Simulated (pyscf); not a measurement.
A first-order saddle from PySCF, ωB97X-D3(BJ)/def2-SVP:

```xyz
19

Si    -0.3030     1.3149     2.2566
O      0.0284     0.8618     0.6785
Si    -0.4015    -0.3861    -0.2994
O     -1.8798    -0.4870    -1.0043
O      0.5909    -0.1272    -1.6131
Si     1.2095     1.3081    -2.1933
O      0.4223    -1.9094     0.0689
H      0.4512     2.5753     2.4933
H     -1.7543     1.5702     2.4552
H      0.1817     0.2731     3.2030
H     -2.5823    -0.6944    -0.3779
H      0.1775     2.3825    -2.1678
H      2.3876     1.7344    -1.3848
H      1.6504     1.0753    -3.5960
H      1.1972    -2.0489    -0.4926
H     -0.8948    -1.8969     1.9474
F     -1.4520    -1.0478     1.3828
H      0.3183    -2.4172     1.0714
F     -0.1229    -2.6793     2.1765
```

Surface: singlet, charge 0. Lowest wavenumbers (cm⁻¹): 603i, 32, 42, 43, 73.

Task: What reaction is this the transition state of?

Result: `[OH][Si]([OH])([O][SiH3])[O][SiH3]` + `[FH]` + `[FH]` ⇌ `[OH][Si]([F])([O][SiH3])[O][SiH3]` + `[OH2]` + `[FH]`, a multi-bond step read from left to right: O–Si, F–H, F–H broken and F–Si, H–O, F–H formed. At ωB97M-D3(BJ)/def2-TZVP it lies -27.3 kJ/mol from the left side and +14.0 kJ/mol from the right (each side as separated species at their lowest minima found). On the reactant side the descent ends in a bound adduct (not fully relaxed), 95.5 kJ/mol under the separated species and 70.6 kJ/mol under the saddle at ωB97X-D3(BJ)/def2-TZVP. On the product side the descent ends in an adduct with a O–Si contact, 4.1 kJ/mol under the separated species and 18.5 kJ/mol under the saddle at ωB97X-D3(BJ)/def2-TZVP. At ωB97M-D3(BJ) the saddle lies under the separated reactants, which points to a path from their complex (located at ωB97X-D3(BJ) alone). What is counted as broken (O–Si) persists as a longer contact in the product adduct; parting that adduct is a step of its own. One saddle was located; it need not be the lowest between these sides.
